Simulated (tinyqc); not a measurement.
Worked calculation (part 1 of 2): RHF in the sto-3g basis, for H3O+, spin multiplicity 1. Computed by tinyqc, a small Python program that keeps every step (integrals from PySCF). Settings: charge = 1, multiplicity = 1, basis = sto-3g, energy threshold = 1e-09, iteration cap = 51, orthogonalisation = symmetric, start = atomic densities, DIIS depth = 8, damping = 0.2, method = RHF. Command: `OMP_NUM_THREADS=1 python tinyqc.py 25776 25777 out.jsonl` (the two numbers bound the seeds that draw the settings). One thread of a shared host (Intel(R) Xeon(R) Processor @ 2.60GHz), about 0.1 s of CPU time with the checks. Later iterations appear only in the table of the cycle.

## One-electron integrals

Geometry (angstrom):

| atom | x | y | z |
|---|---|---|---|
| O | 0.0000 | 0.0000 | 0.0130 |
| H | 0.9820 | 0.0000 | 0.0000 |
| H | -0.4910 | 0.8500 | 0.0000 |
| H | -0.4910 | -0.8500 | 0.0000 |

Basis sto-3g: exponents (1/bohr^2) and contraction coefficients of normalised primitives:

| element | l (shell) | exponent | coefficient |
|---|---|---|---|
| O | s (1) | 130.7093 | 0.1543 |
| O | s (1) | 23.8089 | 0.5353 |
| O | s (1) | 6.4436 | 0.4446 |
| O | s (2) | 5.0332 | -0.1000 |
| O | s (2) | 1.1696 | 0.3995 |
| O | s (2) | 0.3804 | 0.7001 |
| O | p (3) | 5.0332 | 0.1559 |
| O | p (3) | 1.1696 | 0.6077 |
| O | p (3) | 0.3804 | 0.3920 |
| H | s (1) | 3.4253 | 0.1543 |
| H | s (1) | 0.6239 | 0.5353 |
| H | s (1) | 0.1689 | 0.4446 |

Overlap, kinetic and nuclear-attraction integrals over the contracted functions; the nuclear repulsion is the sum of Za Zb / Rab.

nuclear repulsion = 13.868840 hartree

overlap S, lower triangle:
```
         1O 1s   1O 2s   1O 2px   1O 2py   1O 2pz   2H 1s   3H 1s   4H 1s
1O 1s   1.0000
1O 2s   0.2367  1.0000
1O 2px  0.0000  0.0000   1.0000
1O 2py  0.0000  0.0000   0.0000   1.0000
1O 2pz  0.0000  0.0000   0.0000   0.0000   1.0000
2H 1s   0.0509  0.4586   0.3846   0.0000  -0.0051  1.0000
3H 1s   0.0509  0.4589  -0.1925   0.3332  -0.0051  0.1911  1.0000
4H 1s   0.0509  0.4589  -0.1925  -0.3332  -0.0051  0.1911  0.1913  1.0000
```

kinetic energy T (hartree), lower triangle:
```
          1O 1s   1O 2s   1O 2px   1O 2py   1O 2pz    2H 1s    3H 1s   4H 1s
1O 1s   29.0032
1O 2s   -0.1680  0.8081
1O 2px   0.0000  0.0000   2.5287
1O 2py   0.0000  0.0000   0.0000   2.5287
1O 2pz   0.0000  0.0000   0.0000   0.0000   2.5287
2H 1s   -0.0041  0.1170   0.2654   0.0000  -0.0035   0.7600
3H 1s   -0.0041  0.1172  -0.1329   0.2301  -0.0035  -0.0027   0.7600
4H 1s   -0.0041  0.1172  -0.1329  -0.2301  -0.0035  -0.0027  -0.0026  0.7600
```

nuclear attraction V (hartree), lower triangle:
```
           1O 1s     1O 2s    1O 2px    1O 2py    1O 2pz    2H 1s    3H 1s    4H 1s
1O 1s   -62.2354
1O 2s    -7.5658  -10.6505
1O 2px    0.0000    0.0002  -10.6358
1O 2py    0.0000    0.0000    0.0000  -10.6358
1O 2pz    0.0006    0.0070    0.0000    0.0000  -10.4589
2H 1s    -1.6704   -3.8831   -2.9035    0.0000    0.0404  -6.0164
3H 1s    -1.6719   -3.8857    1.4531   -2.5154    0.0404  -1.3046  -6.0179
4H 1s    -1.6719   -3.8857    1.4531    2.5154    0.0404  -1.3046  -1.3059  -6.0179
```

core Hamiltonian H = T + V (hartree), lower triangle:
```
           1O 1s    1O 2s   1O 2px   1O 2py   1O 2pz    2H 1s    3H 1s    4H 1s
1O 1s   -33.2322
1O 2s    -7.7338  -9.8424
1O 2px    0.0000   0.0002  -8.1071
1O 2py    0.0000   0.0000   0.0000  -8.1071
1O 2pz    0.0006   0.0070   0.0000   0.0000  -7.9301
2H 1s    -1.6745  -3.7662  -2.6380   0.0000   0.0369  -5.2564
3H 1s    -1.6760  -3.7685   1.3202  -2.2853   0.0369  -1.3073  -5.2579
4H 1s    -1.6760  -3.7685   1.3202   2.2853   0.0369  -1.3073  -1.3086  -5.2579
```

## Two-electron integrals

Functions are numbered as in S; the eight-fold symmetry (ij|kl) = (ji|kl) = (kl|ij) leaves the list below.

Two-electron integrals (ij|kl) in chemists' order, unique and non-zero (hartree):
```
(11|11) 4.7851      (21|11) 0.7414      (21|21) 0.1369      (22|11) 1.1189
(22|21) 0.2566      (22|22) 0.8172      (31|31) 0.0245      (32|31) 0.0378
(32|32) 0.1805      (33|11) 1.1158      (33|21) 0.2567      (33|22) 0.8170
(33|33) 0.8802      (41|41) 0.0245      (42|41) 0.0378      (42|42) 0.1805
(43|43) 0.0474      (44|11) 1.1158      (44|21) 0.2567      (44|22) 0.8170
(44|33) 0.7853      (44|44) 0.8802      (51|51) 0.0245      (52|51) 0.0378
(52|52) 0.1805      (53|53) 0.0474      (54|54) 0.0474      (55|11) 1.1158
(55|21) 0.2567      (55|22) 0.8170      (55|33) 0.7853      (55|44) 0.7853
(55|55) 0.8802      (61|11) 0.1618      (61|21) 0.0296      (61|22) 0.0551
(61|31) 0.0014      (61|32) 0.0026      (61|33) 0.0554      (61|44) 0.0550
(61|51) -1.81e-05   (61|52) -3.38e-05   (61|53) -4.29e-06   (61|55) 0.0550
(61|61) 0.0065      (62|11) 0.3866      (62|21) 0.0897      (62|22) 0.3156
(62|31) 0.0067      (62|32) 0.0510      (62|33) 0.3259      (62|44) 0.3103
(62|51) -8.90e-05   (62|52) -0.0007     (62|53) -2.07e-04   (62|55) 0.3103
(62|61) 0.0198      (62|62) 0.1499      (63|11) 0.2754      (63|21) 0.0648
(63|22) 0.2432      (63|31) 0.0137      (63|32) 0.0922      (63|33) 0.2651
(63|44) 0.2321      (63|51) -5.64e-05   (63|52) -4.94e-04   (63|53) -2.96e-04
(63|55) 0.2321      (63|61) 0.0149      (63|62) 0.1403      (63|63) 0.1514
(64|41) 0.0095      (64|42) 0.0549      (64|43) 0.0106      (64|54) -1.41e-04
(64|64) 0.0216      (65|11) -0.0036     (65|21) -0.0009     (65|22) -0.0032
(65|31) -5.64e-05   (65|32) -4.94e-04   (65|33) -0.0032     (65|44) -0.0031
(65|51) 0.0095      (65|52) 0.0549      (65|53) 0.0106      (65|55) -0.0034
(65|61) -1.98e-04   (65|62) -0.0019     (65|63) -0.0017     (65|65) 0.0216
(66|11) 0.5204      (66|21) 0.1228      (66|22) 0.4944      (66|31) 0.0121
(66|32) 0.1258      (66|33) 0.5340      (66|44) 0.4743      (66|51) -1.60e-04
(66|52) -0.0017     (66|53) -0.0008     (66|55) 0.4743      (66|61) 0.0273
(66|62) 0.2931      (66|63) 0.3133      (66|65) -0.0041     (66|66) 0.7746
(71|11) 0.1620      (71|21) 0.0296      (71|22) 0.0552      (71|31) -0.0007
(71|32) -0.0013     (71|33) 0.0552      (71|41) 0.0012      (71|42) 0.0022
(71|43) -1.40e-04   (71|44) 0.0553      (71|51) -1.81e-05   (71|52) -3.38e-05
(71|53) 2.15e-06    (71|54) -3.72e-06   (71|55) 0.0551      (71|61) 0.0064
(71|62) 0.0191      (71|63) 0.0134      (71|64) 0.0005      (71|65) -1.90e-04
(71|66) 0.0260      (71|71) 0.0065      (72|11) 0.3869      (72|21) 0.0898
(72|22) 0.3158      (72|31) -0.0034     (72|32) -0.0255     (72|33) 0.3144
(72|41) 0.0058      (72|42) 0.0442      (72|43) -0.0068     (72|44) 0.3222
(72|51) -8.91e-05   (72|52) -0.0007     (72|53) 1.03e-04    (72|54) -1.79e-04
(72|55) 0.3105      (72|61) 0.0191      (72|62) 0.1183      (72|63) 0.0844
(72|64) 0.0132      (72|65) -0.0014     (72|66) 0.1868      (72|71) 0.0198
(72|72) 0.1500      (73|11) -0.1378     (73|21) -0.0324     (73|22) -0.1217
(73|31) 0.0105      (73|32) 0.0642      (73|33) -0.1283     (73|41) -0.0018
(73|42) -0.0162     (73|43) 0.0118      (73|44) -0.1205     (73|51) 2.82e-05
(73|52) 2.47e-04    (73|53) -1.80e-04   (73|54) 6.70e-05    (73|55) -0.1162
(73|61) -0.0063     (73|62) -0.0308     (73|63) -0.0062     (73|64) -0.0027
(73|65) 3.60e-04    (73|66) -0.0352     (73|71) -0.0075     (73|72) -0.0702
(73|73) 0.0541      (74|11) 0.2386      (74|21) 0.0561      (74|22) 0.2107
(74|31) -0.0018     (74|32) -0.0162     (74|33) 0.2036      (74|41) 0.0127
(74|42) 0.0829      (74|43) -0.0097     (74|44) 0.2271      (74|51) -4.89e-05
(74|52) -4.28e-04   (74|53) 6.70e-05    (74|54) -2.57e-04   (74|55) 0.2011
(74|61) 0.0119      (74|62) 0.0797      (74|63) 0.0563      (74|64) 0.0248
(74|65) -0.0009     (74|66) 0.1271      (74|71) 0.0129      (74|72) 0.1216
(74|73) -0.0563     (74|74) 0.1190      (75|11) -0.0036     (75|21) -0.0009
(75|22) -0.0032     (75|31) 2.82e-05    (75|32) 2.47e-04    (75|33) -0.0031
(75|41) -4.89e-05   (75|42) -4.28e-04   (75|43) 6.70e-05    (75|44) -0.0032
(75|51) 0.0095      (75|52) 0.0549      (75|53) -0.0053     (75|54) 0.0092
(75|55) -0.0034     (75|61) -1.90e-04   (75|62) -0.0014     (75|63) -0.0010
(75|64) -1.59e-04   (75|65) 0.0164      (75|66) -0.0024     (75|71) -1.98e-04
(75|72) -0.0019     (75|73) 0.0009      (75|74) -0.0015     (75|75) 0.0216
(76|11) 0.1253      (76|21) 0.0293      (76|22) 0.1101      (76|31) 0.0009
(76|32) 0.0078      (76|33) 0.1109      (76|41) 0.0016      (76|42) 0.0136
(76|43) 4.08e-04    (76|44) 0.1113      (76|51) -4.76e-05   (76|52) -4.15e-04
(76|53) -4.81e-05   (76|54) -8.32e-05   (76|55) 0.1080      (76|61) 0.0064
(76|62) 0.0498      (76|63) 0.0435      (76|64) 0.0052      (76|65) -0.0007
(76|66) 0.0969      (76|71) 0.0064      (76|72) 0.0498      (76|73) -0.0172
(76|74) 0.0402      (76|75) -0.0007     (76|76) 0.0199      (77|11) 0.5206
(77|21) 0.1228      (77|22) 0.4945      (77|31) -0.0061     (77|32) -0.0630
(77|33) 0.4894      (77|41) 0.0105      (77|42) 0.1090      (77|43) -0.0258
(77|44) 0.5192      (77|51) -1.60e-04   (77|52) -0.0017     (77|53) 3.95e-04
(77|54) -0.0007     (77|55) 0.4745      (77|61) 0.0260      (77|62) 0.1867
(77|63) 0.1276      (77|64) 0.0330      (77|65) -0.0024     (77|66) 0.3081
(77|71) 0.0274      (77|72) 0.2933      (77|73) -0.1568     (77|74) 0.2714
(77|75) -0.0042     (77|76) 0.0969      (77|77) 0.7746      (81|11) 0.1620
(81|21) 0.0296      (81|22) 0.0552      (81|31) -0.0007     (81|32) -0.0013
(81|33) 0.0552      (81|41) -0.0012     (81|42) -0.0022     (81|43) 1.40e-04
(81|44) 0.0553      (81|51) -1.81e-05   (81|52) -3.38e-05   (81|53) 2.15e-06
(81|54) 3.72e-06    (81|55) 0.0551      (81|61) 0.0064      (81|62) 0.0191
(81|63) 0.0134      (81|64) -0.0005     (81|65) -1.90e-04   (81|66) 0.0260
(81|71) 0.0064      (81|72) 0.0191      (81|73) -0.0072     (81|74) 0.0114
(81|75) -1.91e-04   (81|76) 0.0062      (81|77) 0.0260      (81|81) 0.0065
(82|11) 0.3869      (82|21) 0.0898      (82|22) 0.3158      (82|31) -0.0034
(82|32) -0.0255     (82|33) 0.3144      (82|41) -0.0058     (82|42) -0.0442
(82|43) 0.0068      (82|44) 0.3222      (82|51) -8.91e-05   (82|52) -0.0007
(82|53) 1.03e-04    (82|54) 1.79e-04    (82|55) 0.3105      (82|61) 0.0191
(82|62) 0.1183      (82|63) 0.0844      (82|64) -0.0132     (82|65) -0.0014
(82|66) 0.1868      (82|71) 0.0191      (82|72) 0.1184      (82|73) -0.0537
(82|74) 0.0665      (82|75) -0.0014     (82|76) 0.0404      (82|77) 0.1868
(82|81) 0.0198      (82|82) 0.1500      (83|11) -0.1378     (83|21) -0.0324
(83|22) -0.1217     (83|31) 0.0105      (83|32) 0.0642      (83|33) -0.1283
(83|41) 0.0018      (83|42) 0.0162      (83|43) -0.0118     (83|44) -0.1205
(83|51) 2.82e-05    (83|52) 2.47e-04    (83|53) -1.80e-04   (83|54) -6.70e-05
(83|55) -0.1162     (83|61) -0.0063     (83|62) -0.0308     (83|63) -0.0062
(83|64) 0.0027      (83|65) 3.60e-04    (83|66) -0.0352     (83|71) -0.0072
(83|72) -0.0537     (83|73) 0.0403      (83|74) -0.0295     (83|75) 0.0006
(83|76) -0.0137     (83|77) -0.0925     (83|81) -0.0075     (83|82) -0.0702
(83|83) 0.0541      (84|11) -0.2386     (84|21) -0.0561     (84|22) -0.2107
(84|31) 0.0018      (84|32) 0.0162      (84|33) -0.2036     (84|41) 0.0127
(84|42) 0.0829      (84|43) -0.0097     (84|44) -0.2271     (84|51) 4.89e-05
(84|52) 4.28e-04    (84|53) -6.70e-05   (84|54) -2.57e-04   (84|55) -0.2011
(84|61) -0.0119     (84|62) -0.0797     (84|63) -0.0563     (84|64) 0.0248
(84|65) 0.0009      (84|66) -0.1271     (84|71) -0.0114     (84|72) -0.0665
(84|73) 0.0295      (84|74) -0.0216     (84|75) 0.0008      (84|76) -0.0236
(84|77) -0.0941     (84|81) -0.0129     (84|82) -0.1216     (84|83) 0.0563
(84|84) 0.1190      (85|11) -0.0036     (85|21) -0.0009     (85|22) -0.0032
(85|31) 2.82e-05    (85|32) 2.47e-04    (85|33) -0.0031     (85|41) 4.89e-05
(85|42) 4.28e-04    (85|43) -6.70e-05   (85|44) -0.0032     (85|51) 0.0095
(85|52) 0.0549      (85|53) -0.0053     (85|54) -0.0092     (85|55) -0.0034
(85|61) -1.90e-04   (85|62) -0.0014     (85|63) -0.0010     (85|64) 1.59e-04
(85|65) 0.0164      (85|66) -0.0024     (85|71) -1.91e-04   (85|72) -0.0014
(85|73) 0.0006      (85|74) -0.0008     (85|75) 0.0164      (85|76) -0.0005
(85|77) -0.0024     (85|81) -1.98e-04   (85|82) -0.0019     (85|83) 0.0009
(85|84) 0.0015      (85|85) 0.0216      (86|11) 0.1253      (86|21) 0.0293
(86|22) 0.1101      (86|31) 0.0009      (86|32) 0.0078      (86|33) 0.1109
(86|41) -0.0016     (86|42) -0.0136     (86|43) -4.08e-04   (86|44) 0.1113
(86|51) -4.76e-05   (86|52) -4.15e-04   (86|53) -4.81e-05   (86|54) 8.32e-05
(86|55) 0.1080      (86|61) 0.0064      (86|62) 0.0498      (86|63) 0.0435
(86|64) -0.0052     (86|65) -0.0007     (86|66) 0.0969      (86|71) 0.0062
(86|72) 0.0404      (86|73) -0.0137     (86|74) 0.0236      (86|75) -0.0005
(86|76) 0.0163      (86|77) 0.0646      (86|81) 0.0064      (86|82) 0.0498
(86|83) -0.0172     (86|84) -0.0402     (86|85) -0.0007     (86|86) 0.0199
(87|11) 0.1254      (87|21) 0.0293      (87|22) 0.1102      (87|31) -0.0018
(87|32) -0.0157     (87|33) 0.1117      (87|44) 0.1107      (87|51) -4.77e-05
(87|52) -4.16e-04   (87|53) 9.63e-05    (87|55) 0.1081      (87|61) 0.0062
(87|62) 0.0404      (87|63) 0.0273      (87|65) -0.0005     (87|66) 0.0646
(87|71) 0.0064      (87|72) 0.0499      (87|73) -0.0263     (87|74) 0.0351
(87|75) -0.0007     (87|76) 0.0164      (87|77) 0.0970      (87|81) 0.0064
(87|82) 0.0499      (87|83) -0.0263     (87|84) -0.0351     (87|85) -0.0007
(87|86) 0.0164      (87|87) 0.0199      (88|11) 0.5206      (88|21) 0.1228
(88|22) 0.4945      (88|31) -0.0061     (88|32) -0.0630     (88|33) 0.4894
(88|41) -0.0105     (88|42) -0.1090     (88|43) 0.0258      (88|44) 0.5192
(88|51) -1.60e-04   (88|52) -0.0017     (88|53) 3.95e-04    (88|54) 0.0007
(88|55) 0.4745      (88|61) 0.0260      (88|62) 0.1867      (88|63) 0.1276
(88|64) -0.0330     (88|65) -0.0024     (88|66) 0.3081      (88|71) 0.0260
(88|72) 0.1868      (88|73) -0.0925     (88|74) 0.0941      (88|75) -0.0024
(88|76) 0.0646      (88|77) 0.3082      (88|81) 0.0274      (88|82) 0.2933
(88|83) -0.1568     (88|84) -0.2714     (88|85) -0.0042     (88|86) 0.0969
(88|87) 0.0970      (88|88) 0.7746
```

## Orthogonalisation

S = U s U^T; symmetric (Loewdin) form X = U s^(-1/2) U^T, so that X^T S X = 1.

eigenvalues of S: 0.3462  0.4236  0.4237  0.9826  1.0004  1.3852  1.3853  2.0531

X, lower triangle:
```
          1O 1s    1O 2s   1O 2px   1O 2py  1O 2pz    2H 1s    3H 1s   4H 1s
1O 1s    1.0250
1O 2s   -0.1503   1.3154
1O 2px   0.0000  -0.0001   1.1248
1O 2py   0.0000   0.0000   0.0000   1.1248
1O 2pz   0.0003  -0.0032   0.0000   0.0000  1.0000
2H 1s    0.0203  -0.2671  -0.2747   0.0000  0.0029   1.1959
3H 1s    0.0203  -0.2673   0.1374  -0.2380  0.0029  -0.0652   1.1961
4H 1s    0.0203  -0.2673   0.1374   0.2380  0.0029  -0.0652  -0.0653  1.1961
```

## Starting guess

The start is atomic minimal-basis densities projected into this basis (PySCF's MINAO start) and scaled to the electron count of each spin; this density is not idempotent, so its energy is not variational and may lie below the converged one.

D at the start, lower triangle:
```
          1O 1s   1O 2s   1O 2px   1O 2py   1O 2pz   2H 1s   3H 1s   4H 1s
1O 1s    1.9440
1O 2s   -0.4347  1.8623
1O 2px   0.0000  0.0001   1.0290
1O 2py   0.0000  0.0000   0.0000   1.0290
1O 2pz  -0.0005  0.0026   0.0000   0.0000   1.1876
2H 1s   -0.0139  0.0321   0.1287   0.0000  -0.0010  0.9063
3H 1s   -0.0139  0.0321  -0.0644   0.1115  -0.0010  0.0469  0.9063
4H 1s   -0.0139  0.0321  -0.0644  -0.1115  -0.0010  0.0469  0.0470  0.9063
```

## Iteration 1: building the Fock matrix

J_ij = sum D_kl (ij|kl), K_ij = sum D_kl (ik|jl); F = H + J - 0.5 K; E = tr D H + tr D J / 2 - 0.25 tr D K + E_nn.

Coulomb J (hartree), lower triangle:
```
          1O 1s    1O 2s   1O 2px   1O 2py   1O 2pz   2H 1s   3H 1s   4H 1s
1O 1s   16.0873
1O 2s    3.0403   7.7453
1O 2px   0.0000  -0.0001   7.7648
1O 2py   0.0000   0.0000   0.0000   7.7648
1O 2pz  -0.0004  -0.0046   0.0000   0.0000   7.6837
2H 1s    0.6580   3.0044   2.3296   0.0000  -0.0323  4.8981
3H 1s    0.6586   3.0063  -1.1658   2.0182  -0.0323  1.0570  4.8992
4H 1s    0.6586   3.0063  -1.1658  -2.0182  -0.0323  1.0570  1.0581  4.8992
```

exchange K (hartree), lower triangle:
```
          1O 1s    1O 2s   1O 2px   1O 2py   1O 2pz   2H 1s   3H 1s   4H 1s
1O 1s    9.0049
1O 2s    1.5555   2.6845
1O 2px   0.0000  -0.0002   1.7193
1O 2py   0.0000   0.0000   0.0000   1.7193
1O 2pz  -0.0005  -0.0047   0.0000   0.0000   1.5752
2H 1s    0.3747   1.2411   0.7232   0.0000  -0.0113  1.3317
3H 1s    0.3750   1.2418  -0.3620   0.6265  -0.0113  0.4835  1.3323
4H 1s    0.3750   1.2418  -0.3620  -0.6265  -0.0113  0.4835  0.4839  1.3323
```

Fock matrix F (hartree), lower triangle:
```
           1O 1s    1O 2s   1O 2px   1O 2py   1O 2pz    2H 1s    3H 1s    4H 1s
1O 1s   -21.6473
1O 2s    -5.4713  -3.4393
1O 2px    0.0000   0.0002  -1.2019
1O 2py    0.0000   0.0000   0.0000  -1.2019
1O 2pz    0.0005   0.0047   0.0000   0.0000  -1.0340
2H 1s    -1.2038  -1.3823  -0.6700   0.0000   0.0103  -1.0241
3H 1s    -1.2049  -1.3832   0.3353  -0.5804   0.0103  -0.4920  -1.0248
4H 1s    -1.2049  -1.3832   0.3353   0.5804   0.0103  -0.4920  -0.4925  -1.0248
```

total energy of this density = -71.451256 hartree

This density is the starting one; it is not idempotent, so its energy is not variational and may lie below the converged one.

## Iteration 1: diagonalisation and new density

Diagonalise F' = X^T F X, C = X C', fill 5 alpha and 5 beta electrons from the bottom; D = 2 C_occ C_occ^T; the new density keeps 0.2 of the old one (damping). Each column has its largest component positive (the first on a tie).

F' = X^T F X (hartree), lower triangle:
```
          1        2        3        4        5        6        7        8
1  -21.2638
2   -2.7298  -2.0806
3    0.0000   0.0000  -0.9594
4    0.0000   0.0000   0.0000  -0.9594
5    0.0009  -0.0010   0.0000   0.0000  -1.0340
6   -0.1891  -0.5405  -0.4706   0.0000   0.0055  -0.4109
7   -0.1894  -0.5410   0.2355  -0.4077   0.0055  -0.1245  -0.4108
8   -0.1894  -0.5410   0.2355   0.4077   0.0055  -0.1245  -0.1246  -0.4108
```

orbital energies (hartree): MO1 -21.6546, MO2 -2.2014, MO3 -1.2905, MO4 -1.2905, MO5 -1.0340, MO6 -0.1483, MO7 0.0446, MO8 0.0448

coefficients C:
```
            MO1      MO2      MO3      MO4      MO5      MO6      MO7      MO8
1O 1s    0.9947  -0.2466   0.0000  -0.0001  -0.0020  -0.1559  -0.0002   0.0000
1O 2s    0.0242   0.9213   0.0000   0.0003   0.0103   1.0571   0.0015   0.0000
1O 2px   0.0000  -0.0002   0.0000   0.8079   0.0000   0.0006  -0.8518   0.0000
1O 2py   0.0000   0.0000   0.8079   0.0000   0.0000   0.0000   0.0000  -0.8519
1O 2pz  -0.0001  -0.0035   0.0000   0.0000   0.9999  -0.0159   0.0000   0.0000
2H 1s   -0.0038   0.0717   0.0000   0.2745  -0.0035  -0.6682   1.0290   0.0000
3H 1s   -0.0038   0.0718   0.2377  -0.1373  -0.0035  -0.6667  -0.5157   0.8920
4H 1s   -0.0038   0.0718  -0.2377  -0.1373  -0.0035  -0.6667  -0.5157  -0.8920
```

D after iteration 1, lower triangle:
```
          1O 1s   1O 2s   1O 2px   1O 2py   1O 2pz    2H 1s    3H 1s   4H 1s
1O 1s    2.0691
1O 2s   -0.4121  1.7317
1O 2px   0.0000  0.0002   1.2500
1O 2py   0.0000  0.0000   0.0000   1.2500
1O 2pz  -0.0021  0.0118   0.0000   0.0000   1.8373
2H 1s   -0.0371  0.1120   0.3805   0.0000  -0.0062   0.3101
3H 1s   -0.0371  0.1119  -0.1903   0.3296  -0.0062  -0.0426   0.3101
4H 1s   -0.0371  0.1119  -0.1903  -0.3296  -0.0062  -0.0426  -0.0426  0.3101
```

Within a degenerate level the vectors are fixed only up to a rotation; this is one choice.
